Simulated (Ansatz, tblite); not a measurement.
Cost and result up the ladder for Al₂N (the lowest doublet isomer of a short search) (3 atoms). Total charge 0; doublet. Geometry: PBE0-D4/def2-TZVP.

```xyz
3

Al    0.207    0.487    1.630
Al   -0.209   -0.487   -1.630
N     0.001    0.000    0.000
```

Ansatz on 4 threads of Arm Neoverse V2 on a shared host; xTB runs through tblite on one thread. Times are rough, summed over both states, and most runs start from the orbitals of an earlier one. PBE0-D4/def2-TZVP serves as the yardstick here, not as an exact answer. The other state is a triplet.

The xTB rows come from tblite. The order of the spin states hangs on the level: the singlet lies 0.29 eV below the triplet at PBE-D4/def2-TZVP, but 0.19 eV above it at r2SCAN-D4/def2-TZVP. The singlet is doubtful at r2SCAN-D4/def2-TZVP (restricted singlet with a triplet 0.19 eV lower at the same geometry). The structure comes from a short search, and lower isomers may exist.

Raw xTB energies of ions are shifted by several eV, and xTB has no spin-polarisation term.

```tsv
level	functions	vertical IE (eV)	difference from PBE0-D4/def2-TZVP (eV)
GFN2-xTB	22	12.73	4.84
PBE-D4/def2-TZVP (with forces)	105	8.11	0.22
GFN1-xTB	22	13.52	5.63
r2SCAN-D4/def2-TZVP	105	7.79	-0.09
PBE0-D4/def2-TZVP	105	7.89	0.00
```

**Question.** Estimate how long each takes.

**Answer.** GFN1-xTB 0.004 s; GFN2-xTB 0.008 s; PBE-D4/def2-TZVP (with forces) 2 s; PBE0-D4/def2-TZVP 2.9 s; r2SCAN-D4/def2-TZVP 4.3 s. On shared hardware such times vary by a factor of up to 3.
